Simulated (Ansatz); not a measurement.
Pyrite RuS2 was calculated with BLYP in Ansatz (PAW).

Numerical settings: plane-wave cutoff 520 eV, 6×6×6 k mesh, Fermi–Dirac smearing 0.01 eV, no spin polarisation, scalar-relativistic PAW data made under PBE.

Results at a series of volumes:

```csv
V (Å³/atom),E − E_lowest (meV/atom)
15.374,12.26
15.694,2.95
16.015,0.00
16.335,2.69
16.655,10.39
```

What bulk modulus B0 and pressure derivative B′ does a third-order Birch–Murnaghan fit give?

V0 = 16.016 Å³/atom, B0 = 141 GPa, B′ = 4.9 (fit to the energies at full precision).

Shape and atoms are relaxed at each volume.

Measured, for comparison: equilibrium volume per atom 14.71 Å³/atom (temperature not stated, not corrected to a static lattice; as tabulated in Wikipedia's data pages). Computed (rounded) less measured: equilibrium volume per atom +8.9 %.

Note: the bulk modulus comes from volumes at which shape and atoms were relaxed.

Ansatz is a program for electronic structure.
